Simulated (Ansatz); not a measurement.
Reaction (SMILES): CN (CH3-NH2) + [H][H] (H2) → C (CH4) + N (NH3)
B3LYP-D3(BJ)/def2-TZVP geometries, fixed; electronic energies without zero-point terms.

Basis-set convergence of the energy of full hydrogenation at wB97M-V with Ansatz (an electronic-structure program). All functions are spherical. The program fits the integrals of some runs and decomposes those of others, by size. The functional holds VV10 correlation; no added dispersion term, no relativity. Functions are those of the species that has most. Reference: the value in aug-pcseg-3, -26.60 kcal/mol. Deviations are taken from unrounded values. Cost is core time over that of pcseg-0, rough, on shared machines of one kind.

```csv
basis,functions,cost
pcseg-0,28,1×
cc-pVDZ,53,1×
pcseg-1,53,1×
aug-cc-pVDZ,91,2×
cc-pVTZ,130,2×
pcseg-2,130,2×
jun-cc-pV(T+d)Z,148,3×
aug-cc-pVTZ,207,4×
cc-pVQZ,260,4×
pcseg-3,285,5×
aug-cc-pVQZ,390,9×
```

### Question
Which is the smallest set listed that can be trusted to 1 kcal/mol here, that is, within that of the reference together with its larger relatives (same family, alike in diffuse functions; a set with none to test it counts only in the reference's own line)?

### Answer
The smallest set listed that lies within 1 kcal/mol of the reference with all its larger relatives (same family, alike in diffuse functions; a set with none counts only in the reference's own line) is aug-cc-pVDZ (91 functions, 2× in cost, -0.61 kcal/mol off). Value minus reference: pcseg-0 1.71, cc-pVDZ 2.03, pcseg-1 1.16, aug-cc-pVDZ -0.61, cc-pVTZ 0.50, pcseg-2 -0.31, jun-cc-pV(T+d)Z -0.13, aug-cc-pVTZ -0.06, cc-pVQZ 0.31, pcseg-3 0.01, aug-cc-pVQZ 0.02 kcal/mol.
